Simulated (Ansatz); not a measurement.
Rock-salt TiC, treated with HSE06 in Ansatz (PAW).

Settings: plane-wave cutoff 460 eV, 12×12×12 k mesh, Fermi–Dirac smearing 0.05 eV, no spin polarisation, scalar-relativistic PAW data made under PBE.

Equation-of-state points:

```csv
V (Å³/atom),E − E_lowest (meV/atom)
9.475,23.20
9.724,5.47
9.940,0.00
10.223,5.09
10.472,19.77
```

Q: What bulk modulus B0 and pressure derivative B′ does a third-order Birch–Murnaghan fit give?

A: V0 = 9.973 Å³/atom, B0 = 276 GPa, B′ = 3.9 (fit to the energies at full precision).

Measured, for comparison: bulk modulus 240 GPa (temperature not stated, not corrected to a static lattice, our sources range from 235 to 268; as tabulated in Krasnenko and Brik (2013), arXiv:1306.3139); equilibrium volume per atom 10.15 Å³/atom (temperature not stated, not corrected to a static lattice; as tabulated in Zhang et al. (2018), doi:10.1088/1367-2630/aac7f0). Computed (rounded) less measured: bulk modulus not scored (sources differ), equilibrium volume per atom -1.8 %. A static lattice is as a rule a little smaller and stiffer than an uncorrected measurement, which narrows the difference in the equilibrium volume per atom and would widen misses of the other sign.

Computed values are for the static lattice.

Computing time: around 13 core-minutes (rough).

Ansatz is a program for electronic structure.
